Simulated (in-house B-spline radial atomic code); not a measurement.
**Functionals against successive ionisation energies: Al to Al⁶⁺**

Ionisation energies as differences of self-consistent total energies from a B-spline radial code for spherical atoms: all electrons, radial basis limit, scalar-relativistic (one-electron X2C), spin-polarised at highest spin, spherical densities; exact exchange is averaged over the determinants of each configuration. No spin-orbit coupling, Breit or QED terms. NIST's values run from ground level to ground level, so in open shells the differences also hold multiplet and fine-structure energies that spherical high-spin averages miss. Columns give computed minus NIST, in eV; a star marks a semi-empirical value. Species are left out where the tabulated value is theory, is uncertain by more than 0.12 eV, or (13 ions, such as In⁴⁺, Te⁴⁺ and Bi⁴⁺) lies off its series for all methods alike, which flatters the means a little.

```tsv
species	shell	NIST (eV)	LDA VWN5	TPSSh	wB97X	revTPSS
Al	3p	5.99	+0.01	-0.04	-0.07	-0.07
Al⁺	3s	18.83	+0.10	-0.19	-0.14	-0.19
Al²⁺	3s	28.45	+0.42	+0.08	-0.53	+0.01
Al³⁺	2p	119.99	+0.43	+0.60	+0.08	+0.47
Al⁴⁺	2p	153.83*	+0.55	+0.50	+0.26	+0.30
Al⁵⁺	2p	190.49 ± 0.05*	-0.41	-0.86	-0.68	-1.31
Al⁶⁺	2p	241.76 ± 0.09*	+0.62	+1.31	+0.65	+1.00
```

Question: How do the methods rank, and which species is hardest?

Answer: Mean absolute (signed) differences: wB97X 0.35 (-0.06) eV; LDA VWN5 0.36 (+0.24) eV; revTPSS 0.48 (+0.03) eV; TPSSh 0.51 (+0.20) eV. For Al⁶⁺, which loses a 2p electron, the nearest method is off by +0.62 eV, the largest such miss. The first two are tied within the accuracy of the references.
